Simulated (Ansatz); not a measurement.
Relaxed structures of CH$_{6}$Al$_{2}$, closed shell (PBE0-D4/def2-TZVP; forces vanish, vibrations not checked; lower isomers may exist, and structures with a doubtful reference or unclear bonds are left out; Å). Program: Ansatz 0.2.0. Basis: def2-TZVPP. Cores are frozen in the correlated methods.

Task: Rank them by CCSD(T) energy, lowest first, and give each one's height above the lowest. Links in brackets join atoms within 1.22 times the sum of their covalent radii (1.1 for two metals). (To be estimated.)
A.
CH₆Al₂ ([AlH2][CH2][AlH2])
```
9
angstrom
C -0.2220 -0.2055 -0.5766
Al -0.2424 1.7085 -0.2859
Al 0.3156 -1.3522 0.8877
H 1.0502 2.5761 -0.6026
H -1.2422 -0.4994 -0.8548
H -1.5421 2.4105 0.2988
H 0.4669 -0.3977 -1.4088
H 1.8473 -1.7236 1.0879
H -0.7706 -1.8994 1.9098
```
B.
CH₆Al₂ ([CH3][AlH][AlH2])
```
9
angstrom
C -0.5563 1.5384 -0.6853
Al 0.2232 -0.2613 -0.6961
Al 0.5312 -1.7335 1.4182
H 0.1391 2.2528 -1.1399
H -1.4597 1.5541 -1.3060
H -0.8239 1.9100 0.3056
H 0.6799 -0.8196 -2.1250
H 1.8602 -1.6922 2.3040
H -0.5937 -2.7487 1.9247
```
C.
a complex of CH₄Al₂ ([CH2]1[AlH][AlH]1) + H₂
```
9
angstrom
C -0.4940 0.3552 -0.2189
Al 0.5518 -0.7225 -1.4723
Al -0.1879 -1.3205 0.7736
H 0.3900 0.9027 0.1927
H -1.3228 1.0593 -0.2934
H 1.0956 -0.6498 2.6193
H 0.9125 -0.6575 -3.0235
H 1.5886 -0.6759 2.0424
H -0.8786 -2.1025 1.9733
```

Result: By the calculation: A (0.000 eV), B (0.257 eV), C (2.142 eV). Heights count from the lowest.

No T1 diagnostic of these runs exceeds 0.013.

For scale, one of the runs: CCSD(T)/def2-TZVPP, 199 basis functions, launched by `ansatz run in.yaml --threads 2 --pin off --events-out ev --progress --plain --max-ram 4352MiB`. Time: 36 s of wall clock on 2 CPU threads of an Arm Neoverse V2; the host was shared. Peak host memory: 2.1 GiB.
